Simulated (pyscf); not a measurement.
Thermochemistry of product channels of H₂N–SiH₂–NH–SiH₂–NH₂ (SMILES N[SiH2]N[SiH2]N) + H• (SMILES [H]) on the doublet surface, in eV, from ωB97M-D3(BJ)/def2-TZVP energies (ideal gas, 1 atm, RRHO with modes under 100 cm⁻¹ raised to 100, one conformer, R ln 2 for chiral ones without a mode under 150 cm⁻¹). PySCF, gas phase, ωB97X-D3(BJ)/def2-SVP geometries.

| products | ΔE | ΔH(298 K) | ΔG(298 K) | ΔG(1200 K) |
|---|---|---|---|---|
| H₂N–SiH₂–N•–SiH₂–NH₂ (SMILES N[SiH2][N][SiH2]N) + H₂ (SMILES [H][H]) | [?] | +0.26 | +0.18 | -0.09 |
| H₂N–SiH•–NH–SiH₂–NH₂ (SMILES N[SiH]N[SiH2]N) + H₂ (SMILES [H][H]) | [?] | -0.45 | -0.49 | -0.61 |

### Question
Some entries are withheld; supply them.

### Answer

- H₂N–SiH₂–N•–SiH₂–NH₂ (SMILES N[SiH2][N][SiH2]N) + H₂ (SMILES [H][H]), ΔE: +0.33
- H₂N–SiH•–NH–SiH₂–NH₂ (SMILES N[SiH]N[SiH2]N) + H₂ (SMILES [H][H]), ΔE: -0.48

The channel to H₂N–SiH₂–N•–SiH₂–NH₂ + H₂ turns favourable between 298 and 1200 K (ΔG from +0.18 eV to -0.09 eV).

These are energies of the channels, which say nothing of barriers.
